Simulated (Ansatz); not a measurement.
# AlH3Cl− (SMILES [H][Al-]([H])([H])[Cl]): levels of theory compared

We compute a comparison of 6 runs (HF/STO-3G, BLYP/STO-3G, r2SCAN/STO-3G, r2SCAN0/STO-3G, revPBE/STO-3G, RPA@PBE/STO-3G) of AlH3Cl−. 

Program for the calculation: Ansatz 0.2.0.

1 further run of the same task is left out (it didn't finish).

## Step 1: The system as given

The species is AlH3Cl− (5 atoms), meant as a singlet with charge -1. As SMILES, `[H][Al-]([H])([H])[Cl]`. The H4–Al1 distance was set to 4.019 Å, away from the relaxed value. At this shape a bond of the SMILES string is far longer than usual.

Bond lengths: Al1–Cl2 2.096 Å, Al1–H3 1.609 Å, Al1–H5 1.609 Å. Angles: Cl2–Al1–H3 107.0°, Cl2–Al1–H5 107.4°, H3–Al1–H5 111.7°.

## Step 2: A single-point energy at HF/STO-3G (run 1)

Input file run.yaml:

```yaml
basis:
  gaussian:
    orbitals: STO-3G
crystal:
  periodic: [false, false, false]
  atoms:
    - {symbol: Al, position_ang: [1.156946, -2.000511, 0.550127]}
    - {symbol: Cl, position_ang: [1.173246, -2.019291, 2.646147]}
    - {symbol: H, position_ang: [2.691496, -1.989251, 0.067347]}
    - {symbol: H, position_ang: [-0.775390, 1.334390, -0.590440]}
    - {symbol: H, position_ang: [0.391286, -3.329061, 0.064177]}
total_charge: -1
hamiltonian:
  xc: hf
accuracy: high
```

Command:

```console
$ ansatz run run.yaml --threads 1 --pin off --max-ram 2610MiB --events-out events.jsonl --progress --plain --runs-dir runs
```

Log:

```text
Warning: RAYON_NUM_THREADS=1 ignored (pool sized by the plan → 1); use --threads N
Functional definition: HF
  name "HF"
  exchange = exact_x
  correlation = 0
356 factors; integrals over basis functions are off by at most 1.5e-8 eV
mean field evaluation 1: about -18910.1439 eV, gradient 1.6e1 eV
mean field evaluation 2: about -18910.1501 eV, gradient 1.6e1 eV
mean field evaluation 4: about -18911.7039 eV, gradient 3.6e0 eV
mean field evaluation 8: about -18911.9092 eV, gradient 1.8e-2 eV
mean field -18911.90916194 eV, -694.9998427488 hartree, gradient 7.1e-8 eV, S^2 0.000000; 0 other end points of the search recorded, 0 dependent functions left out
reference -18911.90916194 eV, -694.9998427488 hartree; 17, 17 occupied and 4, 4 virtual orbitals, 356 factors
Total energy: -18911.90916194 eV, -694.9998427488 hartree
```

It took 0.12 s on 1 thread of Intel Xeon 6975P-C (Granite Rapids), shared host.

## Step 3: The energy at BLYP/STO-3G (run 2)

Input file job.yaml:

```yaml
basis:
  gaussian:
    orbitals: STO-3G
crystal:
  periodic: [false, false, false]
  atoms:
    - {symbol: Al, position_ang: [1.156946, -2.000511, 0.550127]}
    - {symbol: Cl, position_ang: [1.173246, -2.019291, 2.646147]}
    - {symbol: H, position_ang: [2.691496, -1.989251, 0.067347]}
    - {symbol: H, position_ang: [-0.775390, 1.334390, -0.590440]}
    - {symbol: H, position_ang: [0.391286, -3.329061, 0.064177]}
total_charge: -1
hamiltonian:
  xc: {name: BLYP}
accuracy: high
```

Command:

```console
$ ansatz run job.yaml --threads 1 --pin off --max-ram 2610MiB --events-out events.jsonl --progress --plain --runs-dir runs
```

Log:

```text
Warning: RAYON_NUM_THREADS=1 ignored (pool sized by the plan → 1); use --threads N
Functional definition: BLYP
  name "BLYP"
  parameter beta = 0.0042
  parameter a = 0.04918
  parameter b = 0.132
  parameter c = 0.2533
  parameter d = 0.349
  exchange = b88_x(beta = beta)
  correlation = lyp_c(a = a, b = b, c = c, d = d)
356 factors; integrals over basis functions are off by at most 1.5e-8 eV
mean field evaluation 1: about -18937.3520 eV, gradient 3.0e1 eV
mean field evaluation 2: about -18915.4538 eV, gradient 4.3e1 eV
mean field evaluation 4: about -18921.8737 eV, gradient 1.5e1 eV
mean field evaluation 8: about -18940.3113 eV, gradient 9.1e0 eV
mean field evaluation 16: about -18943.8435 eV, gradient 2.6e-5 eV
mean field -18943.84348482 eV, -696.1734074689 hartree, gradient 8.8e-8 eV, S^2 0.000000; 0 other end points of the search recorded, 0 dependent functions left out
reference -18943.84353029 eV, -696.1734091400 hartree; 17, 17 occupied and 4, 4 virtual orbitals, 356 factors
Total energy: -18943.84353029 eV, -696.1734091400 hartree
```

Wall time 0.72 s (1 thread of Intel Xeon 6975P-C (Granite Rapids), shared host); peak memory 0.11 GiB.

Runs 3 to 5 aren't shown in full; the table further down has their settings and results.

## Step 4: A single-point energy at RPA@PBE/STO-3G (run 6)

Input file input.yaml:

```yaml
crystal:
  periodic: [false, false, false]
  atoms:
    - {symbol: Al, position_ang: [1.156946, -2.000511, 0.550127]}
    - {symbol: Cl, position_ang: [1.173246, -2.019291, 2.646147]}
    - {symbol: H, position_ang: [2.691496, -1.989251, 0.067347]}
    - {symbol: H, position_ang: [-0.775390, 1.334390, -0.590440]}
    - {symbol: H, position_ang: [0.391286, -3.329061, 0.064177]}
basis:
  gaussian: {orbitals: STO-3G}
total_charge: -1
hamiltonian: {xc: pbe}
correlation: {method: rpa, frozen_orbitals: {Al: 5, Cl: 5, H: 0}}
accuracy: high
```

Command:

```console
$ ansatz run input.yaml --threads 1 --pin off --max-ram 2610MiB --events-out events.jsonl --progress --plain --runs-dir runs
```

Log:

```text
Warning: RAYON_NUM_THREADS=1 ignored (pool sized by the plan → 1); use --threads N
Functional definition: PBE
  name "PBE"
  parameter kappa = 0.804
  parameter beta = 0.06672455060314922
  exchange = pbe_x(kappa = kappa, mu = beta*pi^2/3)
  correlation = pbe_c(beta = beta)
356 factors; integrals over basis functions are off by at most 1.5e-8 eV
mean field evaluation 1: about -18929.9114 eV, gradient 2.9e1 eV
mean field evaluation 2: about -18929.8901 eV, gradient 2.9e1 eV
mean field evaluation 4: about -18932.7277 eV, gradient 9.2e0 eV
mean field evaluation 8: about -18934.8927 eV, gradient 1.0e1 eV
mean field evaluation 16: about -18936.2273 eV, gradient 6.9e-5 eV
mean field evaluation 32: about -18859.1029 eV, gradient 4.0e1 eV
mean field -18936.22732384 eV, -695.8935187152 hartree, gradient 2.8e-8 eV, S^2 0.000000; 0 other end points of the search recorded, 0 dependent functions left out; unrestricted orbitals would lower it
unrestricted determinant -18914.67411187 eV, -695.1014527845 hartree, S^2 0.9968
10 core orbitals not correlated: weight in the atoms' cores, before any rotation towards them, 0.999 or more for the frozen orbitals, at most 0.000 for the correlated occupied ones
reference -18911.07383108 eV, -694.9691449058 hartree; 7, 7 occupied and 4, 4 virtual orbitals, 356 factors
Total energy: -18917.12151962 eV, -695.1913933607 hartree
```

Wall time 1 s (1 thread of Intel Xeon 6975P-C (Granite Rapids), shared host); peak memory 0.12 GiB.

## Step 5: All runs side by side

| run | level | frozen core orbitals | energy (Eh) | wall time |
| --- | --- | --- | --- | --- |
| 1 | HF/STO-3G | – | -694.999843 | 0.12 s |
| 2 | BLYP/STO-3G | – | -696.173409 | 0.72 s |
| 3 | r2SCAN/STO-3G | – | -696.215211 | 2.3 s |
| 4 | r2SCAN0/STO-3G | – | -696.210091 | 1.5 s |
| 5 | revPBE/STO-3G | – | -696.121907 | 0.73 s |
| 6 | RPA@PBE/STO-3G | 10 | -695.191393 | 1 s |

## Step 6: What came out

```
                               quantity          value
                    run 6: total energy  -695.19139 Eh
run 6: RPA correlation energy (valence)     -222.2 mEh
```

In words: Totals of different functionals can't be ranked against each other. In run 6 the log says that unrestricted orbitals would lower the reference, so the values rest on an unstable closed-shell determinant (other closed-shell runs at this shape may share the fault). In runs 1, 2, 3, 4, 5, 6 the basis is minimal, so the values are rough. All runs together took 6.4 s, the longest 2.3 s.
